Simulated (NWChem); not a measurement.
## Atomisation of Li2

```
Li
Li 1 2.7524
```
Charge 0, spin multiplicity 1.

Everything below was run with NWChem. All single points use one geometry, from B3LYP/def2-SVP, a minimum by its harmonic frequencies.

Basis set: def2-TZVP. The atomisation energy is electronic alone: no zero-point, thermal, spin-orbit or counterpoise terms. No value is extrapolated to the basis-set limit. Free atoms are single determinants with multiplicities Li 2.

The correlated methods freeze no orbitals. B3LYP has NWChem's definition, with VWN1-RPA local correlation. The structure started from a generated list of species. No SCF solution was tested for a lower state. Open-shell Hartree-Fock references start from PBE0 orbitals.

Question: Order these methods by the atomisation energy they give, lowest first: HF, BP86, MP2, PBE0, M06-2X.

Answer: HF (3.5 kcal/mol), MP2 (12.9 kcal/mol), PBE0 (18.9 kcal/mol), BP86 (20.1 kcal/mol), M06-2X (23.8 kcal/mol)
